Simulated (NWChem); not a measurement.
System: CH$_{3}$, doublet; SMILES [CH3]

Input file for NWChem:

```
start job
memory heap 200 mb stack 900 mb global 1100 mb
geometry units angstroms noautosym nocenter noautoz
  C      0.000000     0.000000     0.000000
  H     -0.770946    -0.770946     0.000000
  H     -0.282186     1.053132     0.000000
  H      1.053132    -0.282186     0.000000
end
basis spherical
  * library pcj-1
end
dft
  odft
  mult 2
  xc b3lyp
  iterations 150
end
property
  hyperfine
end
task dft property
```

Excerpt of the output:

```
             Northwest Computational Chemistry Package (NWChem) 7.3.0
             --------------------------------------------------------

                             Geometry "geometry" -> ""
                             -------------------------

 Output coordinates in angstroms (scale by  1.889725989 to convert to a.u.)

  No.       Tag          Charge          X              Y              Z
 ---- ---------------- ---------- -------------- -------------- --------------
    1 C                    6.0000     0.00000000     0.00000000     0.00000000
    2 H                    1.0000    -0.77094600    -0.77094600     0.00000000
    3 H                    1.0000    -0.28218600     1.05313200     0.00000000
    4 H                    1.0000     1.05313200    -0.28218600     0.00000000

 Effective nuclear repulsion energy (a.u.)       9.5771077529

                              NWChem Property Module
                              ----------------------

  itol2e modified to match energy
  convergence criterion.

                                 NWChem DFT Module
                                 -----------------

 Summary of "ao basis" -> "ao basis" (spherical)
 ------------------------------------------------------------------------------
       Tag                 Description            Shells   Functions and Types
 ---------------- ------------------------------  ------  ---------------------
 C                           pcj-1                  11       27   5s4p2d
 H                           pcj-1                   6       10   4s2p

  itol2e modified to match energy
  convergence criterion.

            General Information
            -------------------
          SCF calculation type: DFT
          Wavefunction type:  spin polarized.
          No. of atoms     :     4
          No. of electrons :     9
           Alpha electrons :     5
            Beta electrons :     4
          Charge           :     0
          Spin multiplicity:     2
          Use of symmetry is: off; symmetry adaption is: off
          Maximum number of iterations: 150
          AO basis - number of functions:    57
                     number of shells:    29
          Convergence on energy requested:  1.00D-07
          Convergence on density requested:  1.00D-05
          Convergence on gradient requested:  5.00D-04

[...]

          ----------------------
          Hyperfine Interactions
          ----------------------

 Total Spin Density (Fermi Contact Term)
 ------------------ --------------------
     Atom            x         y         z       Density (a.u.)      Aiso(MHz)     Aiso(Gauss)
     1  13-C      0.00000   0.00000   0.00000       0.083584         93.964497      33.528813
     2   1-H     -1.45688  -1.45688   0.00000      -0.014954        -66.843187     -23.851271
     3   1-H     -0.53325   1.99013   0.00000      -0.014954        -66.843213     -23.851280
     4   1-H      1.99013  -0.53325   0.00000      -0.014954        -66.843213     -23.851280

           -------------------------------------------
           Anisotropic Interaction (Spin-Dipolar Term)
           -------------------------------------------

 ------------------------------------------------------------
     Atom            x         y         z
 ------------------------------------------------------------
     1  13-C      0.00000   0.00000   0.00000

   Spin-Dipolar term (a.u.)
        xx             yy             zz             xy             xz             yz
 ------------------------------------------------------------------------------------------
      -0.623094      -0.623094       1.246188      -0.000000       0.000000       0.000000

   Principal Comp. of -hf- tensor (au)            Anisotropic -hfcc- (MHz)               Anisotropic -hfcc- (Gauss)
 --------------------------------------------------------------------------------------------------------------------------
     -0.623094    -0.623094     1.246188     -83.613272   -83.613270   167.226542     -29.835244   -29.835243    59.670488

   Orientation of the principal axis of Hyperfine Tensor w.r.t absolute (molecular) frame
 --------------------------------------------------------------------------------------------------------------------------
      0.707248    -0.706966     0.000000
      0.706966     0.707248     0.000000
     -0.000000    -0.000000     1.000000

 ------------------------------------------------------------
     Atom            x         y         z
 ------------------------------------------------------------
     2   1-H     -1.45688  -1.45688   0.00000

   Spin-Dipolar term (a.u.)
        xx             yy             zz             xy             xz             yz
 ------------------------------------------------------------------------------------------
       0.001411       0.001411      -0.002823       0.074775      -0.000000      -0.000000

   Principal Comp. of -hf- tensor (au)            Anisotropic -hfcc- (MHz)               Anisotropic -hfcc- (Gauss)
 --------------------------------------------------------------------------------------------------------------------------
     -0.073363     0.076186    -0.002823     -39.143214    40.649428    -1.506214     -13.967249    14.504702    -0.537454

   Orientation of the principal axis of Hyperfine Tensor w.r.t absolute (molecular) frame
 --------------------------------------------------------------------------------------------------------------------------
      0.707107     0.707107     0.000000
     -0.707107     0.707107     0.000000
      0.000000    -0.000000     1.000000

 ------------------------------------------------------------
     Atom            x         y         z
 ------------------------------------------------------------
     3   1-H     -0.53325   1.99013   0.00000

[...]
```

Level: B3LYP/pcJ-1, spin-unrestricted, contact and dipolar terms. In the optimisation the excess spin sits in a2" (D3h, its own frame). Geometry: optimised at PBE0/def2-SVP, spin-unrestricted. No stability test was run on the SCF state.
